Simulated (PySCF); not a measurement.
Species: C₄H₁₀N (doublet state).
Geometry (PBE0-D3(BJ)/def2-SVP, Å), atoms numbered from 1 in this order:
```xyz
15
C4H10N angstrom
C     -2.2166    0.1330   -0.0567
C     -0.9474   -0.5823    0.2217
C      0.3271    0.1977   -0.1998
C      1.5753   -0.6244    0.0743
N      0.4635    1.5026    0.4185
H     -2.6365    0.1501   -1.0665
H     -2.7184    0.7338    0.7059
H     -0.8595   -0.8062    1.3006
H     -0.9391   -1.5536   -0.3061
H      0.2571    0.3654   -1.2906
H      2.4712   -0.0744   -0.2471
H      1.5456   -1.5926   -0.4473
H      1.6743   -0.8301    1.1540
H      0.5249    1.3987    1.4319
H     -0.3705    2.0604    0.2417
```

The hyperfine couplings belong to this conformer and change with its torsions.

The species is `[CH2]C[C@H](C)N` [radical].

The calculation used UKS B3LYP, IGLO-III on C N, pcH-1 on H, non-relativistic, mean-field spin-orbit, GIAO (PySCF 2.14.0). The structure is a single PBE0-D3(BJ)/def2-SVP conformer in the gas phase; no vibrational or solvent corrections. No stability test was run, so a lower SCF solution isn't excluded.

Question: Match the computed a_iso(13C) values +87.5, +71.9, -31.9 MHz with the sites C1; C2; C3.

Answer: 
```csv
site,a_iso (MHz),ρ(0) (bohr⁻³),position,distance from C1 (Å),spin population,largest |T| (MHz)
C1,+87.5,+0.0779,largest spin population,0.00,+1.10,155.0
C2,-31.9,-0.0284,1 bond from C1,1.48,-0.10,2.4
C3,+71.9,+0.0640,2 bonds from C1,2.55,+0.04,13.0
```

ρ(0) is the spin density at the nucleus and T the dipolar tensor; entries for several nuclei are means. Largest spin populations (Mulliken): C1 (+1.10) and C2 (-0.10). C1 is the only atom above +0.15. The angles at C1 add up to 359.8°, so it is planar; its axial dipolar tensor and the negative couplings of its protons fit spin in a p orbital normal to that plane.

Means are taken over nuclei equivalent by connectivity, which assumes that they swap fast.
